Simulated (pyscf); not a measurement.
# Substitution at Sn: H₃C–SnH₃ + methyl (CH₃•) → H₃C–SnH₂–CH₃ + H atom (H•)

Gas phase, doublet surface, charge 0. Bonds broken: Sn2–H6. Bonds formed: Sn2–C9. Structures and frequencies: ωB97X-D3(BJ)/def2-SVP in PySCF.

Transition state (Å):

```xyz
12

C      0.5833    -1.3141    -0.2462
Sn     0.3768     0.6153     0.7232
H     -0.0177    -2.0578     0.2952
H      0.2404    -1.2422    -1.2876
H      1.6385    -1.6200    -0.2203
H      1.0478    -0.1903     2.2688
H      1.7389     1.6657     0.8538
H     -1.0214     0.9556     1.6734
C     -0.4289     1.6643    -1.0960
H      0.3360     1.5779    -1.8795
H     -0.6180     2.7129    -0.8327
H     -1.3555     1.1469    -1.3785
```

One imaginary mode, 485i cm⁻¹; descent along it reached the two sides named.

| bond | change | reactant side (Å) | saddle | product side |
|---|---|---|---|---|
| Sn2–H6 | breaks | 1.716 | 1.868 | 4.2 |
| Sn2–C9 | forms | 3.5 | 2.249 | 2.145 |

Electronic energies relative to the separated reactants (kcal/mol):

```tsv
level	barrier	reaction energy	reverse barrier
ωB97X-D3(BJ)/def2-TZVP	14.6	+4.8	9.9
PBE/def2-TZVP	6.6	+5.8	0.8
r²SCAN/def2-TZVP	10.3	+10.6	-0.3
B3LYP-D3(BJ)/def2-TZVP	11.8	+10.0	1.8
PBE0-D3(BJ)/def2-TZVP	10.8	+5.9	4.9
M06-2X/def2-TZVP	14.2	+4.8	9.3
ωB97M-D3(BJ)/def2-TZVP	16.5	+7.4	9.1
HF/def2-TZVP	40.5	+14.2	26.3
```

With ωB97M-D3(BJ)/def2-TZVP energies and thermal terms (ideal gas, 1 atm, RRHO with modes under 100 cm⁻¹ raised to 100, one conformer, R ln 2 for chiral ones without a mode under 150 cm⁻¹), in kcal/mol:

```csv
T (K),ΔH‡,ΔG‡,ΔH,ΔG
298,16.8,25.6,+7.4,+9.8
600,17.1,34.5,+8.2,+11.9
900,17.6,43.1,+9.2,+13.6
1200,18.3,51.5,+10.2,+14.9
```

At r²SCAN this geometry lies under the product side: in single points on another level's saddle the reverse barrier vanishes, and the forward threshold there is about the reaction energy. The same reactants have a lower exit, to H₃C–SnH₂• + CH₄ (barrier +3.3 kcal/mol at ωB97M-D3(BJ)/def2-TZVP, against +16.5 kcal/mol here). One saddle was located; it need not be the lowest between these sides. The angle at the attacked Sn is 178°. Elements past Kr carry the def2 core potentials, without spin-orbit coupling.
